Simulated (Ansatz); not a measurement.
**SiBNH6 (SMILES NB[SiH3]): functionals against CCSD(T) at one geometry**

Program: Ansatz 0.2.0, Gaussian basis. Level of theory: single points in def2-TZVPP. These are calculated values, not measurements.

Correlated methods freeze the cores.

**1. Where the work starts**

SMILES `NB[SiH3]`, 9 atoms, charge 0, spin multiplicity 1.

Atoms are counted from 1 here; the program's logs count them from 0.

Bond lengths: N1–B2 1.375 Å, N1–H4 1.056 Å, N1–H5 1.027 Å, B2–Si3 2.168 Å, B2–H6 1.340 Å, Si3–H7 1.540 Å, Si3–H8 1.573 Å, Si3–H9 1.538 Å. Angles: B2–N1–H4 127.0°, B2–N1–H5 118.2°, H4–N1–H5 112.6°, N1–B2–Si3 110.4°, N1–B2–H6 133.8°, Si3–B2–H6 115.7°, B2–Si3–H7 107.5°, B2–Si3–H8 103.0°, B2–Si3–H9 114.0°, H7–Si3–H8 102.9°, H7–Si3–H9 118.3°, H8–Si3–H9 109.4°.

Coordinates:

```mol
BH6NSi
  3D, bonds by distance, orders not assigned

  9  8  0  0  0  0  0  0  0  0999 V2000
   -0.8248    0.7306   -1.1652 N   0  0
   -0.0464    0.9688   -0.0577 B   0  0
    0.5961   -0.9013    0.8312 Si  0  0
   -1.2461   -0.1923   -1.4599 H   0  0
   -1.2699    1.5324   -1.6271 H   0  0
    0.4054    2.0817    0.5370 H   0  0
    0.1295   -2.0393   -0.0954 H   0  0
    2.1531   -0.8823    0.6080 H   0  0
    0.2960   -1.0158    2.3353 H   0  0
  1  2  8  0
  1  4  8  0
  1  5  8  0
  2  3  8  0
  2  6  8  0
  3  7  8  0
  3  8  8  0
  3  9  8  0
M  END
```

**2. PBE-D4/def2-TZVPP**

Input file run/in.yaml:

```yaml
crystal:
  periodic: [false, false, false]
  atoms:
    - {symbol: N, position_ang: [-0.824783, 0.730590, -1.165235]}
    - {symbol: B, position_ang: [-0.046356, 0.968833, -0.057724]}
    - {symbol: Si, position_ang: [0.596110, -0.901308, 0.831238]}
    - {symbol: H, position_ang: [-1.246119, -0.192350, -1.459904]}
    - {symbol: H, position_ang: [-1.269930, 1.532395, -1.627078]}
    - {symbol: H, position_ang: [0.405416, 2.081707, 0.537025]}
    - {symbol: H, position_ang: [0.129498, -2.039250, -0.095421]}
    - {symbol: H, position_ang: [2.153149, -0.882271, 0.608024]}
    - {symbol: H, position_ang: [0.295987, -1.015826, 2.335333]}
basis:
  gaussian: {orbitals: def2-TZVPP}
hamiltonian: {xc: pbe, dispersion: d4}
output: {forces: true}
```

Run with:

```sh
$ ansatz run in.yaml --threads 2 --pin off --events-out ev --progress --plain --max-ram 3481MiB
```

What time and memory should one allow on 2 threads of Arm Neoverse V1, shared host?

About 2.3 s, with a peak of 0.18 GiB.
